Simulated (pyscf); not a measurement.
PySCF, gas phase, ωB97X-D3(BJ)/def2-SVP geometries.

Q: HO–As(OH)–OH + AsH₃ → HO–As(OH)–O–AsH₂ + H₂
Surface: singlet. Broken: H–O, As–H. Formed: As–O, H–H. Give ΔE‡ and ΔE from B3LYP-D3(BJ)/def2-TZVP, relative to the separated reactants.

A: ΔE‡ = 57.8 kcal/mol, ΔE = +8.7 kcal/mol. ωB97M-D3(BJ)/def2-TZVP gives 61.7 kcal/mol and +10.8 kcal/mol. Zero-point energy shifts the barrier by -1.9 kcal/mol. It is a four-centre exchange, with an imaginary mode of 1286i cm⁻¹. On the reactant side the descent ends in a complex (not fully relaxed), 4.2 kcal/mol under the separated species and 65.1 kcal/mol under the saddle at ωB97X-D3(BJ)/def2-TZVP. One saddle was located; it need not be the lowest between these sides. Elements up to Kr have no core potential and no relativistic terms here.
